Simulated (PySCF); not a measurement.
These are B3LYP-D3(BJ)/def2-TZVP (PySCF) values and carry that method's errors. Isolated molecules, 0 K electronic values unless said otherwise. One relaxed conformer stands for a flexible species; it need not be the lowest. B3LYP has the VWN-RPA correlation part, as in Gaussian. 

Reference species (SMILES): `S` (neutral, multiplicity 1).

```
Quantity        Result
-------------  -------
HOMO–LUMO gap  7.52 eV
```

Changed species: `[SiH3]OS` (Si–O–S–H torsion 88°) (X = siloxy; the reference has X = H).

Task: Predict the effect on the HOMO–LUMO gap.

Result: the HOMO–LUMO gap falls by 2.07 eV, to 5.45 eV.
